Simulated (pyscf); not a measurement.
Cl–GeH₂–Cl (SMILES [Cl][GeH2][Cl]) + NH₃ (SMILES N) → H₂N–GeH(Cl)–Cl (SMILES [NH2][GeH]([Cl])[Cl]) + H₂ (SMILES [H][H]), a four-centre exchange (singlet surface; Ge–H, H–N broken, Ge–N, H–H formed). Structures and frequencies: ωB97X-D3(BJ)/def2-SVP in PySCF. Energies in eV from the separated reactants.

Small-basis levels: PySCF, no dispersion term, spherical d functions. AM1 to PM7: differences of heats of formation from MOPAC, which are fitted to 298 K values and so differ in kind from electronic energies by zero-point and thermal terms. Cost: rough CPU time at the saddle relative to B3LYP/6-31G*+LANL2DZ, from one job on a shared machine.

| level | barrier | reaction energy | cost |
|---|---|---|---|
| SVWN5/6-31G*+LANL2DZ | 1.02 | -0.19 | 0.9 |
| BP86/6-31G*+LANL2DZ | 1.65 | -0.10 | 1 |
| B3LYP/STO-3G | 1.80 | -0.45 | 0.8 |
| B3LYP/6-31G*+LANL2DZ | 1.94 | -0.08 | 1 |
| B3LYP/6-311+G**+LANL2DZ | 2.10 | +0.17 | 2 |
| PBE/def2-SVP | 1.47 | -0.02 | 2 |
| PM7 | 1.07 | -1.79 | under 0.02 |
| ωB97M-D3(BJ)/def2-TZVP | 1.90 | +0.02 | – |

Against the last row the barrier runs from -0.88 (SVWN5/6-31G*+LANL2DZ) to +0.20 eV (B3LYP/6-311+G**+LANL2DZ). ωB97M-D3(BJ)/def2-TZVP has limits of its own. On the reactant side the descent ends in a complex, 0.33 eV under the separated species and 2.19 eV under the saddle at ωB97X-D3(BJ)/def2-TZVP. At the saddle there is also a short Ge–H contact that neither side keeps. The same reactants have a lower exit, to HCl + H₂N–GeH₂–Cl (highest point, the separated products, at +0.59 eV at ωB97M-D3(BJ)/def2-TZVP, against +1.90 eV here). One saddle was located; it need not be the lowest between these sides. In the def2 sets elements up to Kr have no core potential.
